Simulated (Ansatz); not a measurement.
## Strength of the C–O bond: C2H4F2O → CH3 + CHF2O

Species: C2H4F2O `COC(F)F`, singlet; CH3 (methyl radical) `[CH3]`, doublet; CHF2O `[O]C(F)F`, doublet. 

Shapes, held fixed at every level: PBE0-D4/def2-TZVP. Flexible molecules stand in one conformer, not always the lowest. Programs: Ansatz 0.2.0. The zero-point and thermal change to 298 K, harmonic and unscaled (PBE0-D4/def2-TZVP), is -26.5 kJ/mol.

Q: Estimate ΔH(298 K) of this reaction.

A: The highest level, CCSD(T)/CBS estimate, gives ΔH(298 K) = +383.8 kJ/mol; the levels span +336.9 to +449.8. The column of differences is taken from that level and isn't an error. No measured value is set beside it here. Open shells run unrestricted unless RO is named. The CBS estimate extrapolates MP2 from def2-TZVPP and def2-QZVPP and adds CCSD(T) − MP2 in the triple-zeta set, cores frozen. Times are processor times on shared x86 and Arm servers, and rough.

```
                level                    kind  ΔH(298 K) (kJ/mol)  less CCSD(T)/CBS estimate  CPU time (sum over the molecules)
     SPW92/def2-TZVPP                     LDA              +449.8                      +66.0                              7.1 s
  BHLYP-D4/def2-TZVPP           global hybrid              +338.4                      -45.4                               20 s
r2SCAN0-D4/def2-TZVPP           global hybrid              +336.9                      -46.9                               32 s
   wB97M-V/def2-TZVPP  range-separated hybrid              +374.9                       -8.9                               69 s
         MP2/def2-SVP     perturbation theory              +392.0                       +8.2                                  –
   CCSD(T)/def2-TZVPP   coupled cluster or CI              +370.9                      -12.9                             11 min
 CCSD(T)/CBS estimate   coupled cluster or CI              +383.8                        0.0                             13 min
```
